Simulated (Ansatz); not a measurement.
**C2H3FN2S: one species, many methods**

The task here is to estimate one member of a computed series from the others.

Computed with Ansatz 0.2.0, Gaussian basis. Level: functionals in def2-TZVPP, the program's frozen cores in correlated methods.

Levels to be run: LDA (SPW92), PBE-D4, revPBE-D4, BLYP-D4, r2SCAN-D4, B97M-V, PBE0-D4, B3LYP-D4, r2SCANh-D4, r2SCAN0-D4, HSE06-D4, BHLYP-D4, CAM-B3LYP-D4, LC-ωPBE, ωB97X-V, ωB97M-V, B2PLYP, PBE-QIDH; CCSD(T)/def2-SVP; CCSD(T)/def2-TZVPP; MP2/def2-QZVPP; extrapolation to the limit; RPA on PBE.

## The relaxed structure

All runs share one geometry, relaxed beforehand with PBE0-D4 in a triple-zeta def2 set.

SMILES `N=CN=C(F)S`, 9 atoms, charge 0, spin multiplicity 1.

Atoms are counted from 1 here; the program's logs count them from 0.

Bond lengths: N1–C2 1.261 Å, N1–H7 1.022 Å, C2–N3 1.401 Å, C2–H8 1.091 Å, N3–C4 1.253 Å, C4–F5 1.339 Å, C4–S6 1.739 Å, S6–H9 1.342 Å. Angles: C2–N1–H7 109.6°, N1–C2–N3 123.2°, N1–C2–H8 119.0°, N3–C2–H8 117.8°, C2–N3–C4 120.8°, N3–C4–F5 124.5°, N3–C4–S6 126.1°, F5–C4–S6 109.3°, C4–S6–H9 93.2°.

The first run:

Contents of in.yaml:

```yaml
crystal:
  periodic: [false, false, false]
  atoms:
    - {symbol: N, position_ang: [1.501652, -1.848826, 0.058194]}
    - {symbol: C, position_ang: [0.688303, -1.022407, -0.438582]}
    - {symbol: N, position_ang: [0.090276, 0.005565, 0.301344]}
    - {symbol: C, position_ang: [-0.707587, 0.806224, -0.239755]}
    - {symbol: F, position_ang: [-1.061157, 0.770037, -1.531091]}
    - {symbol: S, position_ang: [-1.525835, 2.125402, 0.543839]}
    - {symbol: H, position_ang: [1.638146, -1.641778, 1.049418]}
    - {symbol: H, position_ang: [0.431223, -1.104297, -1.495620]}
    - {symbol: H, position_ang: [-0.966522, 1.863880, 1.735254]}
basis:
  gaussian: {orbitals: def2-TZVPP}
hamiltonian: {xc: lda}
output: {orbitals: {seedname: orbitals}}
```

Started as:

```bash
> ansatz run in.yaml --threads 4 --pin off --events-out ev --progress --plain --max-ram 10444MiB
```

Among the steps run: LDA; PBE-D4 (GGA); revPBE-D4 (GGA); BLYP-D4 (GGA); r2SCAN-D4 (meta-GGA); B97M-V (meta-GGA); B3LYP-D4 (hybrid); r2SCANh-D4 (hybrid); r2SCAN0-D4 (hybrid); HSE06-D4 (hybrid); BHLYP-D4 (hybrid); CAM-B3LYP-D4 (range-separated); LC-ωPBE (range-separated); ωB97X-V (range-separated); ωB97M-V (range-separated); B2PLYP (double hybrid); PBE-QIDH (double hybrid).

One of the session's tables, all rows but one given; the rest of the session is left out.

It belongs to the step «Frontier levels by functional». 

| functional | HOMO (eV) | LUMO (eV) | gap (eV) |
| --- | --- | --- | --- |
| LDA (SPW92) | -6.61 | -2.75 | 3.86 |
| PBE-D4 | -6.52 | -2.48 | 4.03 |
| revPBE-D4 | -6.47 | -2.39 | 4.08 |
| BLYP-D4 | -6.41 | -2.34 | 4.06 |
| r2SCAN-D4 | -6.88 | -2.34 | 4.54 |
| B97M-V | -6.94 | -2.19 | 4.75 |
| PBE0-D4 | -7.83 | -1.54 | 6.29 |
| B3LYP-D4 | -7.61 | -1.76 | 5.85 |
| r2SCANh-D4 | -7.35 | -1.99 | 5.36 |
| r2SCAN0-D4 | -7.99 | -1.46 | 6.53 |
| HSE06-D4 | -7.44 | -1.92 | 5.52 |
| BHLYP-D4 | -8.84 | -0.41 | 8.42 |
| CAM-B3LYP-D4 | -9.10 | -0.42 | 8.68 |
| LC-ωPBE | ? | ? | ? |
| ωB97X-V | -10.06 | 0.67 | 10.73 |
| ωB97M-V | -9.92 | 0.65 | 10.56 |

**Question.** Estimate the row for LC-ωPBE.

The run gave: HOMO (eV): -10.45; LUMO (eV): 0.68; gap (eV): 11.13. In the column «HOMO (eV)» it is the lowest.
